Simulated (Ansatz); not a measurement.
C₂H₅NO, SMILES `C/N=C/O`, relaxed with RKS PBE-D4/def2-SVP in Ansatz from a rough embedded geometry. The force threshold is 0.03 eV/Å; the program also tests the step.

Charge 0, multiplicity 1.

Start:

```xyz
9

C     0.267    0.983    0.778
N    -0.359   -0.258    0.390
C    -0.047   -0.647   -0.798
O    -0.499   -1.840   -1.106
H     0.850    0.920    1.653
H     0.851    1.478   -0.016
H    -0.565    1.737    1.003
H     0.622   -0.178   -1.481
H    -1.120   -2.195   -0.425
```

| step | energy (eV) | largest force (eV/Å) | largest move (Å) |
| --- | --- | --- | --- |
| 1 | -5680.8708 | 2.697 | 0.000 |
| 2 | -5681.1910 | 1.789 | 0.118 |
| 3 (rejected) | -5680.9795 | 2.951 | 0.185 |
| 4 | -5681.2770 | 0.355 | 0.090 |
| 5 | -5681.2790 | 0.445 | 0.053 |
| 6 | -5681.2871 | 0.071 | 0.030 |
| 7 | -5681.2875 | 0.015 | 0.011 |

End:

```xyz
9

C     0.243    1.044    0.779
N    -0.322   -0.227    0.396
C    -0.053   -0.702   -0.753
O    -0.542   -1.881   -1.185
H     0.849    0.931    1.704
H     0.891    1.517    0.000
H    -0.568    1.762    1.029
H     0.595   -0.229   -1.528
H    -1.094   -2.215   -0.443
```

It took 4.7 s on 2 threads of an Intel Xeon 6975P-C on a shared host, with 0.14 GiB of host memory at the peak.
